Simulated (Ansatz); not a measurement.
**SiNH4O (SMILES [NH][SiH2]O) at U-r2SCANx+PBEc(a = 0.1)/def2-mTZVP (density fitting with def2-universal-jkfit, accuracy low, exact exchange 0.1)**

Aim: energy and gradient of SiNH4O. 

The results are computed with Ansatz 0.2.0.

5 further runs of the same task are left out: 2 for a known fault of the program, 1 that didn't finish, 2 set aside as unsound or not needed.

### Step 1. The structure to begin with

SiNH4O: 7 atoms, total charge 0, spin state doublet. SMILES: `[NH][SiH2]O`. The shape is that of a PBE0-D4/def2-TZVP optimisation. This is one conformer, not always the lowest.

Bond lengths: N1–Si2 1.741 Å, Si2–O3 1.637 Å, N1–H4 1.022 Å, Si2–H5 1.484 Å, Si2–H6 1.493 Å, O3–H7 0.959 Å. Angles: N1–Si2–O3 110.5°, N1–Si2–H5 113.2°, N1–Si2–H6 105.1°, O3–Si2–H5 105.4°, O3–Si2–H6 112.1°, Si2–N1–H4 114.4°, Si2–O3–H7 117.6°, H5–Si2–H6 110.7°.

### Step 2. Energy and forces at U-r2SCANx+PBEc(a = 0.1)/def2-mTZVP (density fitting with def2-universal-jkfit, accuracy low, exact exchange 0.1)

Input file in.yaml:

```yaml
crystal:
  periodic: [false, false, false]
  atoms:
    - {symbol: N, position_ang: [-1.219700, -0.362600, 0.666700]}
    - {symbol: Si, position_ang: [0.116600, 0.212100, -0.290000]}
    - {symbol: O, position_ang: [1.398500, -0.795100, -0.146900]}
    - {symbol: H, position_ang: [-2.101000, 0.125500, 0.496300]}
    - {symbol: H, position_ang: [-0.184300, 0.263000, -1.742100]}
    - {symbol: H, position_ang: [0.414600, 1.577200, 0.236200]}
    - {symbol: H, position_ang: [1.636600, -1.088000, 0.734200]}
basis:
  gaussian: {orbitals: def2-mTZVP, fitting: {mean_field: def2-universal-jkfit}}
magnetization: {spin_polarized: true, initial_magnetization: 1}
hamiltonian:
  xc:
    text: |
      parameter a = 0.1
      exchange = (1 - a)*r2scan_x + a*exact_x
      correlation = pbe_c
accuracy: low
output: {forces: true, orbitals: {seedname: orbitals}}
```

Command:

```
$ ansatz run in.yaml --threads 1 --pin off --max-ram 2610MiB --events-out events.jsonl --progress --plain --runs-dir runs
```

**Question.** What will come out? Wanted: total energy; dipole moment; HOMO energy; LUMO energy; ⟨S²⟩; largest force on an atom.

Answer, from the run:

Level: U-r2SCANx+PBEc(a = 0.1)/def2-mTZVP (density fitting with def2-universal-jkfit, accuracy low, exact exchange 0.1).

| quantity | value |
| --- | --- |
| total energy | -421.83175 Eh |
| dipole moment | 1.29 D |
| HOMO energy (highest over α and β) | -7.52 eV |
| LUMO energy (lowest over α and β) | -3.47 eV |
| ⟨S²⟩ | 0.755 |
| largest force on an atom | 0.137 eV/Å |

In words: Mulliken charges run from -0.79 on O3 to +0.78 on Si2; they depend strongly on the basis. The accuracy setting is loose, so the last digits carry no meaning.
